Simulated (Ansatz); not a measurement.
# C2H3ClFN (SMILES C/N=C(\F)Cl): levels of theory compared

Aim: a comparison of 6 runs (HF/def2-SVP, SVWN5/3-21G, B3LYP/6-31G*, PBE0/def2-SVP, B2PLYP/6-311+G**) of C2H3ClFN. 

Program for the calculation: Ansatz 0.2.0.

2 further runs of the same task are left out: 1 for a known fault of the program, 1 that didn't finish.

## Step 1: The molecule

The species is C2H3ClFN (8 atoms), meant as a singlet with charge 0. As SMILES, `C/N=C(\F)Cl`. The coordinates come from a PBE0-D4/def2-TZVP relaxation.

Bond lengths: C1–N2 1.443 Å, N2–C3 1.234 Å, C3–F4 1.335 Å, C3–Cl5 1.711 Å, C1–H6 1.092 Å, C1–H7 1.093 Å, C1–H8 1.092 Å. Angles: C1–N2–C3 121.1°, N2–C3–F4 126.1°, N2–C3–Cl5 123.8°, F4–C3–Cl5 110.2°, N2–C1–H6 108.4°, N2–C1–H7 114.4°, N2–C1–H8 108.4°, H6–C1–H7 109.2°, H6–C1–H8 107.0°, H7–C1–H8 109.2°.

## Step 2: Energy and forces at HF/def2-SVP (run 1)

in.yaml

```yaml
basis:
  gaussian:
    orbitals: def2-SVP
crystal:
  periodic: [false, false, false]
  atoms:
    - {symbol: C, position_ang: [-1.051700, 0.314700, 0.018100]}
    - {symbol: "N", position_ang: [0.334900, 0.581400, -0.279000]}
    - {symbol: C, position_ang: [1.206400, -0.268200, -0.073800]}
    - {symbol: F, position_ang: [1.010700, -1.491400, 0.425000]}
    - {symbol: Cl, position_ang: [2.867500, -0.023900, -0.400900]}
    - {symbol: H, position_ang: [-1.403400, 1.068500, 0.725600]}
    - {symbol: H, position_ang: [-1.241300, -0.680200, 0.428300]}
    - {symbol: H, position_ang: [-1.630900, 0.442100, -0.898900]}
accuracy: high
output: {forces: true, orbitals: {seedname: orbitals}}
hamiltonian:
  xc: hf
```

On the command line:

```bash
$ ansatz run in.yaml --threads 1 --pin off --max-ram 2610MiB --events-out events.jsonl --progress --plain --runs-dir runs
```

Standard output:

```text
Warning: RAYON_NUM_THREADS=1 ignored (pool sized by the plan → 1); use --threads N
Functional definition: HF
  name "HF"
  exchange = exact_x
  correlation = 0
2045 factors; integrals over basis functions are off by at most 4.0e-9 eV
mean field evaluation 1: about -18786.2127 eV, gradient 3.8e1 eV
mean field evaluation 2: about -18786.3529 eV, gradient 3.8e1 eV
mean field evaluation 4: about -18789.7369 eV, gradient 3.5e0 eV
mean field evaluation 8: about -18789.8114 eV, gradient 5.5e-1 eV
mean field evaluation 16: about -18789.8138 eV, gradient 1.9e-8 eV
mean field -18789.81378947 eV, -690.5129205698 hartree, gradient 2.4e-8 eV, S^2 0.000000; 0 other end points of the search recorded, 0 dependent functions left out
the calculation of the forces begins
reference -18789.81378947 eV, -690.5129205698 hartree; 24, 24 occupied and 65, 65 virtual orbitals, 2045 factors
Total energy: -18789.81378947 eV, -690.5129205698 hartree
Atom 0 at    -1.051700     0.314700     0.018100 Å, force    -0.265849     0.116716    -0.009706 eV/Å
Atom 1 at     0.334900     0.581400    -0.279000 Å, force     0.840013    -1.194876     0.342844 eV/Å
Atom 2 at     1.206400    -0.268200    -0.073800 Å, force    -0.749888     0.018887     0.097778 eV/Å
Atom 3 at     1.010700    -1.491400     0.425000 Å, force     0.018751     1.076196    -0.417340 eV/Å
Atom 4 at     2.867500    -0.023900    -0.400900 Å, force     0.055461    -0.012645    -0.002795 eV/Å
Atom 5 at    -1.403400     1.068500     0.725600 Å, force     0.020199    -0.079296    -0.037478 eV/Å
Atom 6 at    -1.241300    -0.680200     0.428300 Å, force     0.044843     0.111634    -0.049395 eV/Å
Atom 7 at    -1.630900     0.442100    -0.898900 Å, force     0.036471    -0.036616     0.076091 eV/Å
Dipole moment:    -0.290595    -0.063015     0.065005 e Å
```

Run time: 7.2 s. Hardware: 1 thread of Arm Neoverse N1, shared host; peak memory 0.26 GiB.

## Step 3: Energy and gradient at SVWN5/3-21G (run 2)

in.yaml

```yaml
crystal:
  periodic: [false, false, false]
  atoms:
    - {symbol: C, position_ang: [-1.051700, 0.314700, 0.018100]}
    - {symbol: N, position_ang: [0.334900, 0.581400, -0.279000]}
    - {symbol: C, position_ang: [1.206400, -0.268200, -0.073800]}
    - {symbol: F, position_ang: [1.010700, -1.491400, 0.425000]}
    - {symbol: Cl, position_ang: [2.867500, -0.023900, -0.400900]}
    - {symbol: H, position_ang: [-1.403400, 1.068500, 0.725600]}
    - {symbol: H, position_ang: [-1.241300, -0.680200, 0.428300]}
    - {symbol: H, position_ang: [-1.630900, 0.442100, -0.898900]}
basis:
  gaussian:
    orbitals: 3-21G.json
hamiltonian:
  xc: {name: SVWN5}
accuracy: high
output: {forces: true, orbitals: {seedname: orbitals}}
```

The basis set 3-21G is read from a file made from the Basis Set Exchange's data (not shown).

On the command line:

```bash
$ ansatz run in.yaml --threads 1 --pin off --max-ram 2610MiB --events-out events.jsonl --progress --plain --runs-dir runs
```

Standard output (excerpt; [...] marks lines left out):

```text
Warning: RAYON_NUM_THREADS=1 ignored (pool sized by the plan → 1); use --threads N
Functional definition: SVWN5
  name "SVWN5"
[...]
1276 factors; integrals over basis functions are off by at most 1.0e-8 eV
[...]
mean field -18667.73081246 eV, -686.0264539156 hartree, gradient 1.6e-8 eV, S^2 0.000000; 0 other end points of the search recorded, 0 dependent functions left out
[...]
reference -18667.73081457 eV, -686.0264539930 hartree; 24, 24 occupied and 31, 31 virtual orbitals, 1276 factors
Total energy: -18667.73081457 eV, -686.0264539930 hartree
Atom 0 at    -1.051700     0.314700     0.018100 Å, force    -0.033301     0.211798    -0.078593 eV/Å
Atom 1 at     0.334900     0.581400    -0.279000 Å, force    -0.112541     0.370666    -0.126929 eV/Å
Atom 2 at     1.206400    -0.268200    -0.073800 Å, force    -1.291673     0.421720     0.018582 eV/Å
Atom 3 at     1.010700    -1.491400     0.425000 Å, force    -0.269351    -1.231061     0.512178 eV/Å
Atom 4 at     2.867500    -0.023900    -0.400900 Å, force     2.162765     0.364471    -0.443667 eV/Å
Atom 5 at    -1.403400     1.068500     0.725600 Å, force    -0.178595     0.303601     0.295861 eV/Å
Atom 6 at    -1.241300    -0.680200     0.428300 Å, force    -0.006367    -0.488330     0.189043 eV/Å
Atom 7 at    -1.630900     0.442100    -0.898900 Å, force    -0.270936     0.047135    -0.366475 eV/Å
Dipole moment:    -0.398811    -0.099304     0.094146 e Å
```

Run time: 4.8 s. Hardware: 1 thread of Arm Neoverse N1, shared host; peak memory 0.14 GiB.

Runs 3 to 5 aren't shown in full; the table further down has their settings and results.

## Step 4: Energy and forces at B2PLYP/6-311+G(d,p) (run 6)

molecule.yaml

```yaml
crystal:
  periodic: [false, false, false]
  atoms:
    - {symbol: C, position_ang: [-1.051700, 0.314700, 0.018100]}
    - {symbol: "N", position_ang: [0.334900, 0.581400, -0.279000]}
    - {symbol: C, position_ang: [1.206400, -0.268200, -0.073800]}
    - {symbol: F, position_ang: [1.010700, -1.491400, 0.425000]}
    - {symbol: Cl, position_ang: [2.867500, -0.023900, -0.400900]}
    - {symbol: H, position_ang: [-1.403400, 1.068500, 0.725600]}
    - {symbol: H, position_ang: [-1.241300, -0.680200, 0.428300]}
    - {symbol: H, position_ang: [-1.630900, 0.442100, -0.898900]}
basis:
  gaussian: {orbitals: 6-311+G_st__st_-spherical.json}
hamiltonian: {xc: {name: B2PLYP}}
correlation: {frozen_orbitals: {C: 1, Cl: 5, F: 1, H: 0, "N": 1}}
accuracy: high
output: {forces: true, orbitals: {seedname: orbitals}}
```

The basis set 6-311+G** is read from a file made from the Basis Set Exchange's data (not shown).

On the command line:

```bash
$ ansatz run molecule.yaml --threads 1 --pin off --max-ram 2610MiB --events-out events.jsonl --progress --plain --runs-dir runs
```

Standard output (excerpt; [...] marks lines left out):

```text
Warning: RAYON_NUM_THREADS=1 ignored (pool sized by the plan → 1); use --threads N
Functional definition: B2PLYP
  name "B2PLYP"
[...]
2522 factors; integrals over basis functions are off by at most 7.8e-9 eV
[...]
mean field -18837.26802563 eV, -692.2568315830 hartree, gradient 2.4e-8 eV, S^2 0.000000; 0 other end points of the search recorded, 0 dependent functions left out
9 core orbitals not correlated: weight in the atoms' cores, before any rotation towards them, 1.000 or more for the frozen orbitals, at most 0.000 for the correlated occupied ones
reference -18837.26805467 eV, -692.2568326501 hartree; 15, 15 occupied and 112, 112 virtual orbitals, 2522 factors
second order -26.83739634 eV of doubles, -0.00000000 eV of singles
[...]
Total energy: -18844.51415168 eV, -692.5231218037 hartree
Atom 0 at    -1.051700     0.314700     0.018100 Å, force    -0.460292    -0.036369     0.076765 eV/Å
Atom 1 at     0.334900     0.581400    -0.279000 Å, force    -0.082877     0.492333    -0.177918 eV/Å
Atom 2 at     1.206400    -0.268200    -0.073800 Å, force     0.148476     0.084734    -0.053541 eV/Å
Atom 3 at     1.010700    -1.491400     0.425000 Å, force    -0.109384    -0.580968     0.239214 eV/Å
Atom 4 at     2.867500    -0.023900    -0.400900 Å, force     0.472001     0.062820    -0.090308 eV/Å
Atom 5 at    -1.403400     1.068500     0.725600 Å, force     0.011857    -0.016059    -0.001966 eV/Å
Atom 6 at    -1.241300    -0.680200     0.428300 Å, force     0.006216     0.005646    -0.003126 eV/Å
Atom 7 at    -1.630900     0.442100    -0.898900 Å, force     0.014003    -0.012137     0.010881 eV/Å
Dipole moment:    -0.289381    -0.051719     0.060478 e Å
```

It took 91 s on 1 thread of Arm Neoverse N1, shared host; peak memory 0.62 GiB.

## Step 5: All runs side by side

| run | level | Cartesian functions | frozen core orbitals | energy (Eh) | dipole moment (D) | HOMO energy (eV) | LUMO energy (eV) | wall time |
| --- | --- | --- | --- | --- | --- | --- | --- | --- |
| 1 | HF/def2-SVP | no | – | -690.512921 | 1.46 | -11.46 | 4.42 | 7.2 s |
| 2 | SVWN5/3-21G | no | – | -686.026454 | 2.03 | -6.29 | -0.87 | 4.8 s |
| 3 | B3LYP/6-31G* (spherical functions) | no | – | -692.773220 | 1.50 | -7.84 | 0.01 | 16 s |
| 4 | B3LYP/6-31G* (Cartesian functions) | yes | – | -692.780455 | 1.50 | -7.85 | 0.01 | 18 s |
| 5 | PBE0/def2-SVP | no | – | -692.068816 | 1.40 | -8.21 | 0.13 | 17 s |
| 6 | B2PLYP/6-311+G** | no | 9 | -692.523122 | 1.44 | -9.67 | 0.75 | 91 s |

## Step 6: Outcome

```
                                  quantity          value
                       run 6: total energy  -692.52312 Eh
           run 6: dipole moment (SCF part)         1.44 D
  run 6: HOMO energy (SCF part's orbitals)       -9.67 eV
  run 6: LUMO energy (SCF part's orbitals)        0.75 eV
run 6: HOMO–LUMO gap (SCF part's orbitals)       10.42 eV
           run 6: largest force on an atom     0.638 eV/Å
```

In words: The dipole moment (its size) runs from 1.40 D (PBE0/def2-SVP) to 2.03 D (SVWN5/3-21G). The two ends differ in method and basis. The HOMO–LUMO gap runs from 5.43 eV (SVWN5/3-21G) to 15.89 eV (HF/def2-SVP). Totals of different functionals can't be ranked against each other. All runs together took 2.6 min, the longest 91 s.
